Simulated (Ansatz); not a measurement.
A made-up structure of SiNH$_{6}$S (charge +1), closed shell:

N1  (-0.953, 0.693, -1.132)
Si2  (0.412, 0.544, -0.192)
S3  (-0.075, -1.012, 1.533)
H4  (-1.109, 0.164, -1.976)
H5  (-1.704, 1.335, -0.930)
H6  (0.694, 1.679, 0.699)
H7  (-1.237, 0.576, -0.159)
H8  (0.031, -2.141, 0.802)
H9  (1.168, -1.124, 2.050)
(Å)

It is relaxed with PBE-D4/def2-SVP and then PBE0-D4/def2-TZVP (Ansatz 0.2.0). Atoms count as bonded within 1.22 times the sum of their covalent radii (H–H: 0.88 Å). The end point is not checked to be a true minimum.

Q: Does its bonding change? (A judgement: the text doesn't fix the answer.)

A: By the calculation: Yes. Formed: none; broken: Si2–H7.

Where it ends: The first stage lowers the energy by 4.17 eV in 15 steps. It ends as SiNH₆S ([NH3][SiH][SH2]), total charge +1:
N1  (-1.148, 0.747, -0.926)
Si2  (0.745, 0.436, -0.336)
S3  (0.011, -1.219, 1.251)
H4  (-1.446, 0.085, -1.641)
H5  (-1.170, 1.669, -1.365)
H6  (0.498, 1.402, 0.806)
H7  (-1.857, 0.761, -0.194)
H8  (0.736, -2.284, 0.855)
H9  (0.858, -0.883, 2.243)
(Å)

Labels in which every atom is bracketed show which atoms are joined, not bond orders.

For scale, one of the runs: PBE0-D4/def2-TZVP relaxation, 141 basis functions, launched by `ansatz run in.yaml --threads 2 --pin off --events-out ev --progress --plain --max-ram 4352MiB`. Hardware: 2 CPU threads of an Arm Neoverse V1, shared host. Wall time about 20 s.
